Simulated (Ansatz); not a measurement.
I need a nudged elastic band for an internal rotation of BH₅S, SMILES [BH3-][SH2+]. Use Ansatz's Python interface. Use (for the species named): PBE, def2-SVP basis, multiplicity 1, D4 dispersion.

```xyz
7

B    -0.4522   -0.4235   -0.4629
S     0.5848    0.8509    0.3809
H    -1.6599    0.0094   -0.4712
H    -0.3575   -1.4160    0.0832
H    -0.1403   -0.5153   -1.6208
H     0.1756    1.0169    1.6788
H     1.9107    0.4097    0.3661
```

`run_neb.py`:
```python
"""Path and barrier for turning a threefold group of BH5S."""

import warnings

import ansatz as az
import numpy as np

GEOMETRY = """
B    -0.45220   -0.42350   -0.46290
S     0.58480    0.85090    0.38090
H    -1.65990    0.00940   -0.47120
H    -0.35750   -1.41600    0.08320
H    -0.14030   -0.51530   -1.62080
H     0.17560    1.01690    1.67880
H     1.91070    0.40970    0.36610
"""


def main() -> None:
    warnings.simplefilter("ignore", az.DeckWarning)

    mol = az.Crystal.molecule()
    for line in GEOMETRY.strip().splitlines():
        symbol, *xyz = line.split()
        mol = mol.atom(symbol, [float(v) for v in xyz])

    job = mol.calculation()
    job = job.basis(gaussian="def2-SVP").functional("pbe", dispersion="d4")
    symbols = [site.symbol for site in mol.cartesian_sites]
    start = np.array([site.position_ang for site in mol.cartesian_sites], dtype=float)
    rep = job.relax(force_tolerance=0.005, max_steps=100).run(threads=1, pin="off").report
    end = np.array(rep["positions_ang"])

    # the end point is the same minimum with the three like atoms permuted
    first, second, third = [2, 3, 4]
    turned = end.copy()
    turned[[first, second, third]] = end[[second, third, first]]
    listed = lambda xyz: [{"symbol": s, "position_ang": p.tolist()} for s, p in zip(symbols, xyz)]
    deck = job.input().to_dict()
    deck["crystal"]["atoms"] = listed(end)
    deck["neb"] = {"final_atoms": listed(turned), "images": 5, "initial_path": "idpp", "f_tol": 0.03, "max_iterations": 40}
    rounds = []
    band = az.Session.from_dict(deck).plan().execute(on_event=lambda e: rounds.append(e["data"]) if e["event"] == "neb_iteration" else None)
    for each in rounds:
        print(f"round {each['iteration']:2d}  largest band force {each['band_force_max_ev_ang']:.4f} eV/A")
    images = rounds[-1]["images"]
    for image in images:
        print(f"s = {image['path_coordinate_ang']:6.3f} A   {96.485332 * (image['lagrangian_ev'] - images[0]['lagrangian_ev']):8.3f} kJ/mol")


if __name__ == "__main__":
    main()
```

```console
$ python run_neb.py
round  1  largest band force 0.4902 eV/A
round  2  largest band force 0.2891 eV/A
round  3  largest band force 0.1323 eV/A
round  4  largest band force 0.0549 eV/A
round  5  largest band force 0.0155 eV/A
s =  0.000 A      0.000 kJ/mol
s =  0.436 A      2.465 kJ/mol
s =  0.873 A      7.226 kJ/mol
s =  1.309 A      9.507 kJ/mol
s =  1.747 A      7.200 kJ/mol
s =  2.185 A      2.421 kJ/mol
s =  2.623 A     -0.001 kJ/mol
```

The energies are electronic: no zero-point or thermal terms, and the basis set is short of its limit. Finished in 47 s on 1 thread of Arm Neoverse V2, with other jobs on the host, peak memory 0.18 GiB.
